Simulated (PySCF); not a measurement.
Molecule: `CC(=S)CO`, C3H6OS.

Geometry (Å), atoms numbered from 1 in this order:
```xyz
11

C    -1.520    0.123   -0.020
C    -0.108    0.128    0.453
S     0.295    0.521    1.980
C     0.946   -0.239   -0.543
O     2.253   -0.162   -0.074
H    -1.617   -0.355   -0.992
H    -1.876    1.151   -0.098
H    -2.159   -0.380    0.704
H     0.840    0.419   -1.420
H     0.739   -1.267   -0.888
H     2.213    0.066    0.872
```

Frames of a GFN2-xTB Langevin trajectory at 300 K; GIAO PBE0/pcSseg-1 shieldings in PySCF 2.14.0 with density-fitted response routines, gas phase, non-relativistic; equivalent atoms averaged within each frame.

Scale: ¹³C (σref 186.93), ¹H (σref 31.72) vs TMS; ³³S (σref 503.73) vs CS2; H2O for ¹⁷O (σref 336.08) (reference shieldings calculated alike). The references are static minima.

Question: How do the shifts (ppm) fluctuate along the trajectory?

Answer: 
```tsv
time (fs)	C2	C4	C1	S3	O5	H9/H10	H11	H6/H7/H8
250	276.9	81.8	38.3	790	53.5	5.17	4.58	3.76
425	250.5	70.6	51.2	774	40.6	4.81	3.71	3.73
625	296.7	82.4	49.5	867	38.8	5.06	3.00	4.27
800	283.1	84.3	35.8	770	34.5	4.52	2.60	2.61
1000	280.2	88.0	39.3	776	41.4	5.55	3.84	2.82
mean of frames	277.5	81.4	42.8	795	41.8	5.02	3.55	3.44
standard deviation	16.8	6.5	7.0	41	7.1	0.39	0.77	0.70
```

5 frames give an uncertainty of the mean of about the standard deviation over 2.2 at best, since frames this close in time may not be independent; classical motion lacks zero-point vibration, and the reference would need the same averaging.
